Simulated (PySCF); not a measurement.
**Working out the electron affinity of P**

P⁻ [Ne] 3s2 3p4 (3P) → P [Ne] 3s2 3p3 (4S). All numbers are calculated (PySCF 2.14, the spin-free X2C one-electron Hamiltonian (Gaussian nucleus), in aug-cc-pCVTZ-DK (8s7p5d3f, 75 functions)). Frozen: nothing. Energies in hartree (1 hartree = 27.21139 eV):

```tsv
part	P⁻ (lower)	P (upper)
UHF	-341.519401	-341.531688
MP2 opposite-spin	-0.322033	-0.296869
MP2 same-spin	-0.117092	-0.113469
```

Question: What does Hartree-Fock give?

Answer: (-341.531688) − (-341.519401) = -0.012287 hartree = -0.334 eV.

Question: What do MP2 and SCS-MP2 (6/5 opposite-spin, 1/3 same-spin) give?

Answer: The opposite-spin parts differ by 0.685 eV and the same-spin parts by 0.099 eV. MP2: -0.334 + (0.685) + (0.099) = 0.450 eV. SCS-MP2: -0.334 + 1.2 × (0.685) + (0.099)/3 = 0.521 eV.

A first-order spin-orbit estimate adds 0.012 eV to MP2 (all electrons), giving 0.462 eV against 0.747 eV (measured; photodetachment measurements, as compiled on the Wikipedia data page of electron affinities).

What remains against the reference includes basis incompleteness and correlation beyond second order.
